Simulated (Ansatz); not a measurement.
# Property card for SrSiNi

All numbers below come from Ansatz, DFT r2SCAN, scalar-relativistic, plane waves, PAW.

Cutoff 500 eV; k points 12×12×10 on the computed 3-atom cell (Γ-centred); Gaussian smearing, width 0.10 eV; no spin polarisation.

The structure is relaxed at this level of theory with its symmetry kept. Whether it is the stable form of this composition wasn't checked.

Space group P-6m2 (No. 187). a = 3.964 Å, b = 3.964 Å, c = 4.745 Å, α = 90.00°, β = 90.00°, γ = 120.00°
| atom | site | symmetry | x | y | z |
| --- | --- | --- | --- | --- | --- |
| Sr | 1a | -6m2 | 0.0000 | 0.0000 | 0.0000 |
| Si | 1d | -6m2 | 0.3333 | 0.6667 | 0.5000 |
| Ni | 1f | -6m2 | 0.6667 | 0.3333 | 0.5000 |

Problem. Formation energy from the elements' standard states (uncorrected)?

Solution. -0.423 eV/atom.

Problem. Density of states at the Fermi level?

Solution. 3.33 states/eV per cell.

Problem. Löwdin character within 0.5 eV of the Fermi level?

Solution. Si 3p 47 %, Ni 3d 32 %, unprojected 14 %.

Problem. Bader charges (e)?

Solution. Sr (1 in the cell) 1.36, Si (1 in the cell) -0.49, Ni (1 in the cell) -0.86.

Spin polarisation was left out, and a magnetic state may lie lower.

A ferromagnetic start lost its moments in a first run, so spin was left out; other magnetic orders weren't tried.